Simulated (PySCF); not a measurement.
# Basis-set dependence of population analyses: `SCCC1CC1`

Species: C₅H₁₀S.
Structure used (PBE0-D3(BJ)/def2-SVP), in Å, numbered top down from 1:
```xyz
16
C5H10S angstrom
S      2.312    0.296    1.109
C      1.744   -0.873   -0.167
C      0.241   -1.110   -0.215
C     -0.567    0.091   -0.639
C     -2.031    0.158   -0.322
C     -1.075    1.076    0.378
H      1.708    1.391    0.603
H      2.269   -1.809    0.077
H      2.123   -0.546   -1.148
H     -0.104   -1.454    0.774
H      0.051   -1.938   -0.921
H     -0.271    0.512   -1.608
H     -2.707    0.580   -1.070
H     -2.460   -0.668    0.254
H     -0.843    0.876    1.427
H     -1.088    2.137    0.115
```

PBE0 throughout (PySCF), one geometry, spherical d and f functions. Geometry: PBE0-D3(BJ)/def2-SVP, one conformer, isolated molecule. Atoms taken as equivalent share a column and are averaged. The first 7 of 11 kinds of atom are listed.

Mulliken charges (e):

```tsv
basis	functions	S1	C2	C3	C4	C5/C6	H7	H8/H9
STO-3G	44	+0.066	-0.221	-0.141	-0.088	-0.177	-0.013	+0.081
6-31G	78	+0.037	-0.597	-0.287	-0.186	-0.350	+0.072	+0.209
6-31G*	108	-0.092	-0.496	-0.320	-0.145	-0.376	+0.120	+0.207
def2-SVP	138	-0.121	-0.169	+0.061	-0.223	-0.077	+0.086	+0.080
6-311+G(2d,p)	230	-0.264	-0.240	-0.263	+0.185	-0.376	+0.126	+0.162
def2-TZVP	252	-0.244	-0.213	-0.152	-0.117	-0.258	+0.157	+0.134
```

IAO charges (e):

```json
{"basis": "STO-3G", "functions": "44", "S1": "+0.072", "C2": "-0.351", "C3": "-0.261", "C4": "-0.145", "C5/C6": "-0.272", "H7": "+0.019", "H8/H9": "+0.131"}
{"basis": "6-31G", "functions": "78", "S1": "-0.106", "C2": "-0.337", "C3": "-0.259", "C4": "-0.139", "C5/C6": "-0.303", "H7": "+0.098", "H8/H9": "+0.160"}
{"basis": "6-31G*", "functions": "108", "S1": "-0.077", "C2": "-0.327", "C3": "-0.247", "C4": "-0.131", "C5/C6": "-0.290", "H7": "+0.082", "H8/H9": "+0.150"}
{"basis": "def2-SVP", "functions": "138", "S1": "-0.074", "C2": "-0.320", "C3": "-0.243", "C4": "-0.128", "C5/C6": "-0.284", "H7": "+0.085", "H8/H9": "+0.146"}
{"basis": "6-311+G(2d,p)", "functions": "230", "S1": "-0.084", "C2": "-0.334", "C3": "-0.254", "C4": "-0.135", "C5/C6": "-0.302", "H7": "+0.091", "H8/H9": "+0.154"}
{"basis": "def2-TZVP", "functions": "252", "S1": "-0.078", "C2": "-0.336", "C3": "-0.254", "C4": "-0.135", "C5/C6": "-0.302", "H7": "+0.089", "H8/H9": "+0.153"}
```

Hirshfeld charges (e):

```json
{"basis": "STO-3G", "functions": "44", "S1": "-0.034", "C2": "-0.015", "C3": "-0.012", "C4": "-0.021", "C5/C6": "-0.051", "H7": "+0.018", "H8/H9": "+0.013"}
{"basis": "6-31G", "functions": "78", "S1": "-0.099", "C2": "-0.051", "C3": "-0.054", "C4": "-0.037", "C5/C6": "-0.087", "H7": "+0.049", "H8/H9": "+0.043"}
{"basis": "6-31G*", "functions": "108", "S1": "-0.106", "C2": "-0.051", "C3": "-0.054", "C4": "-0.037", "C5/C6": "-0.086", "H7": "+0.051", "H8/H9": "+0.044"}
{"basis": "def2-SVP", "functions": "138", "S1": "-0.063", "C2": "-0.064", "C3": "-0.067", "C4": "-0.039", "C5/C6": "-0.091", "H7": "+0.045", "H8/H9": "+0.041"}
{"basis": "6-311+G(2d,p)", "functions": "230", "S1": "-0.060", "C2": "-0.077", "C3": "-0.075", "C4": "-0.052", "C5/C6": "-0.096", "H7": "+0.048", "H8/H9": "+0.045"}
{"basis": "def2-TZVP", "functions": "252", "S1": "-0.064", "C2": "-0.075", "C3": "-0.074", "C4": "-0.048", "C5/C6": "-0.097", "H7": "+0.047", "H8/H9": "+0.045"}
```

Some averages cover members that differ in this geometry, most widely: C5/C6, Mulliken in 6-311+G(2d,p) -0.423 to -0.329; C5/C6, Mulliken in def2-TZVP -0.285 to -0.230 e.

Q: Which scheme is steadiest as the basis changes?

A: Largest range over the bases for any column: Hirshfeld 0.07 e, IAO 0.18 e, Mulliken 0.43 e. Hirshfeld charges move least and Mulliken charges most, counted in e. Without the minimal STO-3G basis the ranges are Hirshfeld 0.05, IAO 0.03, Mulliken 0.43 e.

Q: How much do the charges still move between the two largest bases, 6-311+G(2d,p) and def2-TZVP?

A: At most, over all atoms: Mulliken 0.301 e, IAO 0.005 e, Hirshfeld 0.004 e.

Q: What do the same runs give for the total energy, the frontier levels and the dipole moment?

A: 
```csv
basis,energy (Eh),HOMO (eV),LUMO (eV),μ (D)
STO-3G,-587.6051,-3.27,6.94,1.06
6-31G,-594.2294,-6.62,1.46,2.23
6-31G*,-594.3073,-6.55,1.19,1.93
def2-SVP,-594.0709,-6.53,1.22,1.65
"6-311+G(2d,p)",-594.3973,-6.68,0.12,1.79
def2-TZVP,-594.4140,-6.66,0.66,1.73
```

The dipole is fixed by the density alone, so its range of 1.17 D shows that the density itself changes with the basis, not only its division among atoms.
